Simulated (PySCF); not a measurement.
Which determinant of PH⁺ lies lowest?

Unrestricted PBE0; basis P def2-TZVP, H def2-TZVP; no relativity; PySCF 2.14. Outer shells of the fragments: P+ 3s2 3p2; H 1s1.

Followed along the bond (rough minima from three points):

| 2Ms+1 | unpaired | ⟨S²⟩ at the start | R at minimum (Å) | Te (eV) |
| --- | --- | --- | --- | --- |
| 2 | π ↑ | 0.76 | 1.43 | 0.00 |
| 4 | σ ↑, π ↑↑ | 3.75 | 1.49 | 1.53 |

Solutions found at the starting distance of 1.485 Å, counted from the lowest of them; the search is not exhaustive and high or unbound solutions are not listed, so other states can lie among these:

| 2Ms+1 | unpaired | term | E (eV) | ⟨S²⟩ | ⟨Lz²⟩ | μ (D) |
| --- | --- | --- | --- | --- | --- | --- |
| 2 | π ↑ | ²Π | 0.00 | 0.76 | 1.01 | 0.92 |
| 4 | σ ↑, π ↑↑ | ⁴Σ⁻ | 1.50 | 3.75 | 0.00 | 1.16 |
| 2 | σ ↓, π ↑↑ | mixed | 2.32 | 1.78 | 0.00 | 1.46 |
| 2 | σ ↑, π ↑↓ | mixed | 2.35 | 1.77 | 2.03 | 1.34 |
| 2 | σ ↑ | mixed | 3.69 | 0.76 | 2.01 | 1.35 |
| 4 | σ ↑↑, π ↑ | ⁴Π | 7.38 | 3.75 | 1.01 | 0.27 |
| 2 | π ↑ | ²Π | 7.88 | 0.80 | 1.01 | 1.64 |

A term symbol is given only where ⟨S²⟩ and ⟨Lz²⟩ are close to those of a pure state; real π, δ and φ orbitals otherwise mix terms. A positive dipole points towards H; it is taken about the centre of mass and depends on that origin.

Counting both spins, an empty level lies below a filled one in some of these solutions, because spin and occupation are held.
